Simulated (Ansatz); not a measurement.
```yaml
crystal:
  periodic: [false, false, false]
  atoms:
    - {symbol: F, position_ang: [0.644108, -0.216321, 0.331367]}
    - {symbol: O, position_ang: [0.000448, 0.353675, 0.038975]}
    - {symbol: F, position_ang: [-0.552477, -0.137347, -0.317442]}
basis:
  gaussian: {orbitals: pcseg-2}
total_charge: 1
magnetization: {spin_polarized: true, initial_magnetization: 1}
hamiltonian: {xc: {name: B97}}
scf: {lower_state_search: full}
```

```sh
$ ansatz run in.yaml --threads 4 --pin off --events-out ev --progress --plain --max-ram 10444MiB
```

Output, abridged:

```
Functional definition: B97
464 factors; their error is unknown
mean field evaluation 1: about -7421.9418 eV, gradient 4.8e1 eV
mean field evaluation 2: about -7423.5523 eV, gradient 3.9e1 eV
mean field evaluation 4: about -7427.1569 eV, gradient 7.8e-1 eV
mean field evaluation 8: about -7427.1794 eV, gradient 2.5e-2 eV
mean field evaluation 16: about -7427.1794 eV, gradient 4.1e-5 eV
mean field -7427.17940865 eV, -272.9438089449 hartree, gradient 4.1e-5 eV, S^2 0.751314; 3 other end points of the search recorded, 0 dependent functions left out
reference -7427.17941945 eV, -272.9438093419 hartree; 13, 12 occupied and 77, 78 virtual orbitals, 464 factors
Total energy: -7427.17941945 eV, -272.9438093419 hartree
```

(1) What is wrong with this run?

Answers

(1) The geometry is squeezed to about two thirds of its size. Self-consistency was reached. The result belongs to that input, not to the molecule as meant.
